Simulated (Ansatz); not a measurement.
A made-up structure of CH4BO (charge +1), singlet:

| atom | x (Å) | y (Å) | z (Å) |
| --- | --- | --- | --- |
| B1 | 1.5149 | -0.1724 | 0.3193 |
| C2 | 0.4321 | 0.4372 | 0.1152 |
| O3 | -0.9811 | -0.1052 | -0.2175 |
| H4 | -1.2226 | -0.1974 | -1.1524 |
| H5 | -1.5847 | -0.2805 | 0.5213 |
| H6 | 0.5591 | 1.5262 | 0.1964 |
| H7 | 1.4681 | -1.3195 | 0.2525 |

It is relaxed with PBE-D4/def2-SVP and then PBE0-D4/def2-TZVP (Ansatz 0.2.0). Atoms count as bonded within 1.22 times the sum of their covalent radii (H–H: 0.88 Å). The end point is not checked to be a true minimum.

Question: Does its bonding change? (A judgement: the text doesn't fix the answer.)

Answer: By the calculation: No: no bond forms or breaks.

Where it ends: The first stage lowers the energy by 2.78 eV in 10 steps. It ends as CH₄BO ([BH][CH][OH2]), total charge +1:
```xyz
7
angstrom
B 1.2764 -0.5554 0.2487
C 0.3114 0.4458 0.0894
O -1.0795 0.1813 -0.2246
H -1.2924 -0.1272 -1.1218
H -1.6372 -0.2059 0.4714
H 0.4896 1.5096 0.1806
H 2.1174 -1.3598 0.3910
```

Labels in which every atom is bracketed show which atoms are joined, not bond orders.

For scale, one of the runs: PBE0-D4/def2-TZVP relaxation, 117 basis functions, launched by `ansatz run in.yaml --threads 2 --pin off --events-out ev --progress --plain --max-ram 4352MiB`. Hardware: 2 CPU threads of an Intel Xeon Platinum 8259CL, shared host. Wall time about 19 s.
